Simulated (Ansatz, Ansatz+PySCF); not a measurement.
```
atom    x (Å)    y (Å)    z (Å)
   H   0.0000   0.0000  -0.0248
   O   1.1917   0.0423   0.0327
   O  -1.1917  -0.0423   0.0327
   H   1.6054   0.8024   0.4713
   H  -1.6054  -0.8024   0.4713
   H   1.7350  -0.2354  -0.7208
   H  -1.7350   0.2354  -0.7208
```

RHF on singlet H₅O₂(+) was run in several spherical basis sets with Ansatz (development build ahead of 0.2.0).

Rank the basis sets by the total energy that they give, lowest first, with the distance from the lowest.
A. 6-31G(d)
B. cc-pVDZ
C. def2-SVP
D. def2-TZVP
E. cc-pVTZ

D (0.00 eV), E (0.04 eV), B (1.53 eV), A (2.69 eV), C (5.05 eV).

Totals follow the description of the cores as much as that of the bonds, so this order isn't one of quality for chemistry.
